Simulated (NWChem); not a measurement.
Correlation energy of HLi

```
Li
H 1 1.5976
```
Charge 0, spin multiplicity 1.

Everything below was run with NWChem. Structure: optimised with PBE0/def2-SVP, a minimum by its harmonic frequencies.

Basis set: def2-QZVP. Each correlation energy counts from its own Hartree-Fock reference.

| method | correlation energy (mHa) | difference from CCSD(T) |
|---|---|---|
| CCSD(T) | -72.3 | 0.0 |
| CCSD | -72.2 | +0.1 |
| SCS-MP2 | -71.2 | +1.1 |
| MP2 | -59.8 | +12.6 |
| CR-CCSD[T] | -72.3 | 0.0 |
| CR-CCSD(T) | -72.3 | 0.0 |
| CCSD+T(CCSD) | -72.3 | 0.0 |

The values span 12.6 mHa, from CCSD+T(CCSD) (lowest) to MP2 (highest). 

The correlated methods freeze no orbitals. The structure started from a generated list of species. No row is a measurement; the coupled-cluster row has its own basis-set and correlation limits.
